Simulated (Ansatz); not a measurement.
We consider rutile MnF₂, described by BLYP (Ansatz, a first-principles code, plane waves, PAW).

The run printed, among other lines:

```
Relaxation: its limit of steps is 80 (relax.max_steps)
Crystal: 6 atoms, lattice volume = 84.438 Å³
Basis set: ecut = 520 eV, 2265 PW (Γ), exchange–correlation on 80×80×50 points (8 copies of the dense FFT grid, shifted against one another)
Bands: 41, of which v1, the nominal top of the filled ones, is band 29 counted from 1 (28 counted from 0)
Symmetry: 8 space group operations
Space group: Cmmm (ITA 65), of the structure as read, at distance tolerance 4.4e-5 Å
k-points: 126 of 640
Initial density: superposition of atomic densities (chi_scale 0.1, normalization cell, long waves kept (reshape's long-wave potential 0.02 eV rms))
Functional: x = b88, c = lyp
spin=Collinear: Resta preconditioning applied to the charge; magnetization (m = ρ↑ − ρ↓) channel mixes plain (no charge-response kernel on spin).
SCF 1 converged in 12 iterations: F = -11059.339354 eV  dr2 = 5.44e-9
Crystal: 6 atoms, lattice volume = 84.438 Å³
Initial density: handed on by an earlier stage of this run
spin=Collinear: Resta preconditioning applied to the charge; magnetization (m = ρ↑ − ρ↓) channel mixes plain (no charge-response kernel on spin).
SCF 2 converged in 4 iterations: F = -11059.339503 eV  dr2 = 1.05e-8
Crystal: 6 atoms, lattice volume = 84.438 Å³
spin=Collinear: Resta preconditioning applied to the charge; magnetization (m = ρ↑ − ρ↓) channel mixes plain (no charge-response kernel on spin).
SCF 3 converged in 5 iterations: F = -11059.339796 eV  dr2 = 8.02e-9
Crystal: 6 atoms, lattice volume = 84.438 Å³
spin=Collinear: Resta preconditioning applied to the charge; magnetization (m = ρ↑ − ρ↓) channel mixes plain (no charge-response kernel on spin).
SCF 4 converged in 6 iterations: F = -11059.339795 eV  dr2 = 1.42e-12
SCF converged after 6 iterations
Magnetization: 0.0000 μB (29.0000 up, 29.0000 down)
Free energy (F): -11059.339795 eV
Internal energy: -11059.339795 eV  (E = F + TS)
E sigma→0 (E₀):  -11059.339795 eV
Fermi energy:    6.973347 eV
--- Forces (eV/Å), atoms counted from 1 ---
  atom   1  Mn     0.00000000    -0.00000000     0.00000000
  atom   2  Mn     0.00000000     0.00000000     0.00000000
  atom   3  F     -0.00295889    -0.00295889     0.00000000
  atom   4  F     -0.00294881     0.00294881     0.00000000
  atom   5  F      0.00294881    -0.00294881     0.00000000
  atom   6  F      0.00295889     0.00295889     0.00000000
--- Stress (GPa, compression-positive) ---
       -1.493777       0.000001       0.000000
        0.000001      -1.493777       0.000000
        0.000000       0.000000      -1.516814
  P = ⅓ Tr σ = -1.5015 GPa (-15.015 kbar)
```

Question: Write an input file that could have produced this run (the log leaves some choices open).

Answer: Several could match; the one computed here: 
Ansatz 0.2 input:
```yaml
crystal:
  lattice:
    - [5.0122652624, 0.0000000075, 0.0]
    - [0.0000000075, 5.0122652624, 0.0]
    - [0.0, 0.0, 3.361005956]
  atoms:
    - { symbol: Mn, position: [0.0, 0.0, 0.0], spin: 5.0 }
    - { symbol: Mn, position: [0.5, 0.5, 0.5], spin: -5.0 }
    - { symbol: F, position: [0.3032224534, 0.3032224534, 0.0], spin: 0.0 }
    - { symbol: F, position: [0.8032224563, 0.1967775437, 0.5], spin: 0.0 }
    - { symbol: F, position: [0.1967775437, 0.8032224563, 0.5], spin: 0.0 }
    - { symbol: F, position: [0.6967775466, 0.6967775466, 0.0], spin: 0.0 }
basis:
  ecutwfc: 520
  ecutrho_ratio: 4
  xc_grid: 2
kpoints:
  mp_grid: { grid: [8, 8, 10] }
hamiltonian:
  xc: blyp
  dispersion: none
  pseudopotentials: { kind: paw }
scf:
  occupations: { method: fermi_dirac, width: 0.01 }
output:
  forces: true
  stress: true
  eigenvalues: true
magnetization:
  spin_polarized: true
relax:
  f_tol: 0.004
  escape_saddle: false
  max_steps: 80
  cell: { stress_tol: 0.02, fix: [volume] }
```

The cell is one volume of an energy–volume scan, off the minimum.

The PAW data were made under PBE.

Note: without U or exact exchange, gaps and moments of open d shells tend to come out too small.
